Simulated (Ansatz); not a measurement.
## Molecular dynamics of C$_{3}$H$_{5}$N

input.yaml

```yaml
crystal:
  periodic: [false, false, false]
  atoms:
    - { symbol: C, position_ang: [0.285689, 0.854904, -0.741287] }
    - { symbol: C, position_ang: [-0.011865, -0.362895, 0.042169] }
    - { symbol: C, position_ang: [0.066384, -1.726053, 0.304893] }
    - { symbol: "N", position_ang: [-1.132178, -0.876818, 0.752305] }
    - { symbol: H, position_ang: [-0.561908, 1.008236, -1.442234] }
    - { symbol: H, position_ang: [0.342051, 1.755763, -0.096381] }
    - { symbol: H, position_ang: [1.224215, 0.752325, -1.320444] }
    - { symbol: H, position_ang: [1.021468, -0.818829, 0.725324] }
    - { symbol: H, position_ang: [-1.145256, -0.632932, 1.758655] }
basis:
  gaussian: { orbitals: def2-SVP }
hamiltonian:
  xc: pbe
  dispersion: d4
md:
  timestep: 0.5
  n_steps: 200
  ensemble: nve
  temperature: 100.0
  initial_velocities: maxwell_boltzmann
  seed: 6108
```

Run as:

```bash
$ ansatz run input.yaml --threads 1 --pin off --max-ram 2048MiB --backend cpu --events-out ev --progress --plain --runs-dir out
```

It starts at the highest image of a converged band. Of that band: Neighbouring images differ by up to 1.4 eV, so the band resolves the path poorly. A vibrational analysis at the climbing image gives one clearly imaginary mode, 1089i cm⁻¹: a first-order saddle point.

Output, in part (step lines, the closing report, with atoms numbered from 0):

```
md step     0: t =     0.00 fs  T =   100.0 K  F+E_penalty+E_count = -4667.79164096 eV  E_kin = 0.090482 eV  conserved = -4667.70115896 eV  (29 SCF iters)
md step     1: t =     0.50 fs  T =    98.1 K  F+E_penalty+E_count = -4667.78990856 eV  E_kin = 0.088773 eV  conserved = -4667.70113536 eV  (32 SCF iters)
md step     2: t =     1.00 fs  T =    92.8 K  F+E_penalty+E_count = -4667.78508036 eV  E_kin = 0.084002 eV  conserved = -4667.70107835 eV  (32 SCF iters)
md step     3: t =     1.50 fs  T =    85.1 K  F+E_penalty+E_count = -4667.77804248 eV  E_kin = 0.077038 eV  conserved = -4667.70100459 eV  (32 SCF iters)
md step     4: t =     2.00 fs  T =    76.3 K  F+E_penalty+E_count = -4667.76995062 eV  E_kin = 0.069018 eV  conserved = -4667.70093310 eV  (32 SCF iters)
md step     5: t =     2.50 fs  T =    67.5 K  F+E_penalty+E_count = -4667.76192950 eV  E_kin = 0.061049 eV  conserved = -4667.70088008 eV  (32 SCF iters)
md step     6: t =     3.00 fs  T =    59.6 K  F+E_penalty+E_count = -4667.75481553 eV  E_kin = 0.053960 eV  conserved = -4667.70085524 eV  (32 SCF iters)
md step     7: t =     3.50 fs  T =    53.2 K  F+E_penalty+E_count = -4667.74900412 eV  E_kin = 0.048145 eV  conserved = -4667.70085951 eV  (32 SCF iters)
[... lines left out ...]
Total energy: -4668.28860962 eV, -171.5564421240 hartree
Atom 0 at     0.157378     0.883953    -0.823418 Å, force     1.698434    -0.145908    -0.868614 eV/Å
Atom 1 at     0.364082    -0.237743     0.054171 Å, force    -2.905824    -2.720388     2.002914 eV/Å
Atom 2 at     0.057495    -1.521188     0.432471 Å, force    -1.156824     3.087124    -1.817787 eV/Å
Atom 3 at    -1.234563    -1.067608     0.801440 Å, force     1.301457     0.791812     0.594195 eV/Å
Atom 4 at    -0.742996     0.941644    -1.470332 Å, force    -0.234108    -0.769193     0.169011 eV/Å
Atom 5 at     0.255920     1.891672    -0.410272 Å, force     0.238442     0.443183     0.499010 eV/Å
Atom 6 at     1.053039     0.679797    -1.471499 Å, force    -0.153275     0.875803    -0.550014 eV/Å
Atom 7 at     0.167264    -2.430113    -0.149655 Å, force     0.971674    -1.118454     0.361739 eV/Å
Atom 8 at    -1.274756    -0.645756     1.759366 Å, force     0.240025    -0.443979    -0.390453 eV/Å
Dipole moment:     0.228809     0.188647    -0.138892 e Å
```

The steps, from the saved trajectory:

```csv
time (fs),T (K),potential energy less start (eV),conserved less start (meV/atom)
0.0,100,0.000,0.00
3.0,60,0.037,0.03
6.0,32,0.061,0.03
9.0,44,0.051,0.04
12.0,106,-0.005,0.03
15.0,202,-0.092,0.05
18.0,448,-0.314,0.07
21.0,935,-0.756,-0.02
24.0,1351,-1.133,-0.11
27.0,1398,-1.175,-0.05
30.0,1446,-1.218,0.00
33.0,1640,-1.394,-0.07
36.0,1557,-1.319,-0.12
39.0,1151,-0.951,-0.05
42.0,786,-0.622,-0.05
45.0,505,-0.366,0.08
48.0,637,-0.486,-0.03
51.0,858,-0.686,-0.04
54.0,1059,-0.868,-0.04
57.0,1234,-1.026,-0.06
60.0,1210,-1.005,-0.04
63.0,1217,-1.010,0.05
66.0,1587,-1.346,-0.08
69.0,1746,-1.491,-0.20
72.0,1327,-1.111,-0.06
75.0,888,-0.713,-0.01
78.0,811,-0.643,-0.04
81.0,948,-0.768,-0.07
84.0,1141,-0.943,-0.07
87.0,1250,-1.042,-0.14
90.0,1024,-0.837,-0.05
93.0,826,-0.657,-0.01
96.0,720,-0.562,-0.06
99.0,634,-0.483,-0.01
```

The run went to its last step. The conserved energy stayed within 0.2 meV per atom of its start (net change -0.023 meV per atom), so the integration is sound. The system heated up, since it started high on the potential surface and ran downhill. A run of 0.1 ps of so small a system gives no equilibrium averages. The orbitals stay closed-shell, which can raise the energy where a bond breaks towards radicals; this wasn't checked here.

The step under study would form C2–H8 and break C3–H8. These pairs go: C2–H8 1.32 → 2.21 Å, C3–H8 1.38 → 1.08 Å. In the last frame they stand as before the step (other bonds may differ from the relaxed reactants and products). Also parted: C2–N4 1.42 → 1.95 Å. It ends as one piece, C3H5N. Pairs count as bonded within 1.25 times the sum of covalent radii (0.12 Å more for H–H).

Last frame:

```xyz
9
Properties=species:S:1:pos:R:3
C 0.157 0.884 -0.823
C 0.364 -0.238 0.054
C 0.058 -1.521 0.432
N -1.235 -1.068 0.801
H -0.743 0.942 -1.470
H 0.256 1.892 -0.410
H 1.053 0.680 -1.472
H 0.167 -2.430 -0.150
H -1.275 -0.646 1.759
```

Time of the run: 5.1 min on 1 thread of Arm Neoverse V2, on a shared host, peak memory 0.14 GiB.
